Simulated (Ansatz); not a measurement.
A nudged elastic band was laid between two geometries of BH4N + H3Si (10 atoms, charge 0, multiplicity 2).

Level of theory: UKS B3LYP/6-31G* in Ansatz.

* movable images: 9
* climbing image: yes
* spring: 5.0 eV/Å²
* optimiser: quadratic models (default)
* start path: through a guess of the saddle point
* force threshold: 0.05 eV/Å
* iteration limit: 60
* end points: relaxed

First end point:

```xyz
10
Properties=species:S:1:pos:R:3
B 0.054 0.091 -0.778
H -0.176 -0.313 0.326
N 1.357 0.018 -1.266
H 2.129 -0.363 -0.734
H 1.625 0.339 -2.186
H -0.800 0.554 -1.477
Si -0.108 -0.097 4.245
H -0.810 -1.265 4.844
H 1.348 -0.145 4.554
H -0.705 1.181 4.724
```

Last end point:

```xyz
10
Properties=species:S:1:pos:R:3
B 0.099 -0.015 -1.256
H -0.809 -1.313 2.398
N 1.199 0.194 -0.442
H 1.796 -0.555 -0.112
H 1.503 1.110 -0.120
H -0.612 0.859 -1.661
Si -0.018 -0.319 3.164
H -0.259 -0.506 4.619
H 1.431 -0.513 2.888
H -0.415 1.059 2.774
```

**Question.** Which bonds break or form, and what moves?

**Answer.** Bonds broken: B1–H2. Bonds formed: H2–Si7. BH4N + H3Si becomes BH3N + H4Si.

**Question.** What energy profile does the band end with?

**Answer.** The run converged. The highest image is number 5 of 0 to 10, 21.5 kcal/mol above the first end and 4.9 kcal/mol above the last; the last end lies 16.6 kcal/mol above the first. A structure lower than the first end lies on the path between it and the top, so the climb from that side starts below the end, which may itself be a saddle point or a shallow side well. A vibrational analysis at the climbing image gives one clearly imaginary mode, 682i cm⁻¹: a first-order saddle point.

```csv
image,path coordinate (Å),energy (kcal/mol),B1–H2 (Å),H2–Si7 (Å)
0,0.00,0.0,1.20,3.93
1,0.94,0.0,1.20,3.95
2,1.88,-0.1,1.20,3.95
3,2.82,-0.1,1.20,3.47
4,3.76,2.6,1.20,2.67
5,4.70,21.5,1.66,1.62
6,5.42,18.3,2.31,1.49
7,6.14,17.3,2.87,1.48
8,6.87,17.0,3.25,1.48
9,7.59,16.7,3.60,1.48
10,8.31,16.6,3.98,1.48
```

**Question.** What is the geometry of the highest image?

**Answer.** 
```xyz
10
Properties=species:S:1:pos:R:3
B -0.039 -0.108 -0.139
H -0.112 -0.441 1.481
N 1.251 0.010 -0.642
H 2.020 -0.585 -0.359
H 1.524 0.695 -1.339
H -0.939 0.604 -0.477
Si 0.011 -0.119 3.060
H -0.725 -1.133 3.865
H 1.452 -0.157 3.438
H -0.529 1.234 3.364
```

The run took 6.1 min on 1 thread of Arm Neoverse V1, on a shared host, peak memory 0.16 GiB.
